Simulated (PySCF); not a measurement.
**Working out the electron affinity of F**

F⁻ [Ne] (1S) → F [He] 2s2 2p5 (2P). Computed with PySCF 2.14 in def2-TZVPPD, with the non-relativistic Hamiltonian (point nucleus). Frozen: nothing. Energies in hartree (1 hartree = 27.21139 eV):

| part | F⁻ (lower) | F (upper) |
| --- | --- | --- |
| UHF | -99.455825 | -99.412118 |
| MP2 opposite-spin | -0.227101 | -0.167440 |
| MP2 same-spin | -0.078922 | -0.050524 |

Problem. What does Hartree-Fock give?

Solution. (-99.412118) − (-99.455825) = 0.043707 hartree = 1.189 eV.

Problem. What do MP2 and SCS-MP2 (6/5 opposite-spin, 1/3 same-spin) give?

Solution. The opposite-spin parts differ by 1.623 eV and the same-spin parts by 0.773 eV. MP2: 1.189 + (1.623) + (0.773) = 3.585 eV. SCS-MP2: 1.189 + 1.2 × (1.623) + (0.773)/3 = 3.394 eV.

A first-order spin-orbit estimate adds -0.017 eV to MP2 (valence and next inner shell), giving 3.568 eV against 3.401 eV (measured; photodetachment measurements, as compiled on the Wikipedia data page of electron affinities).

What remains against the reference includes basis incompleteness and correlation beyond second order.
